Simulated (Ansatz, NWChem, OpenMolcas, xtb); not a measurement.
## Loss of H2: C3H3N → C3HN + H2

Gas-phase species: C3H3N (E-propargylimine) `[H]/N=C/C#C`, singlet; C3HN (cyanoacetylene) `C#CC#N`, singlet; H2 (hydrogen), singlet. This is a balance of energies; it says nothing on the path, which may need atoms to shift.

Shapes, held fixed at every level: PBE0-D4/def2-TZVP. Programs: Ansatz 0.2.0, NWChem 7.3.0, OpenMolcas 26.06, xtb 6.7.1. A level may come from different programs for different species; with the same settings they agree closely. Electronic energies: no zero-point or thermal term.

| level | kind | ΔE (kJ/mol) |
| --- | --- | --- |
| GFN2-xTB | semi-empirical | +112.9 |
| HF/STO-3G | Hartree–Fock | +65.8 |
| HF/3-21G | Hartree–Fock | +29.3 |
| HF/def2-SVP | Hartree–Fock | +81.0 |
| B3LYP/6-31G* (spherical functions) | global hybrid | +62.8 |
| PBE0/def2-SVP | global hybrid | +97.3 |

PBE0/def2-SVP gives ΔE = +97.3 kJ/mol; the levels span +29.3 to +112.9. The median of the levels is +73.4. No measured value is set beside it here. PBE0/def2-SVP lies outside the range of the other correlated levels here, so it shouldn't be taken on trust. Rows in sets without polarisation functions are far from converged.
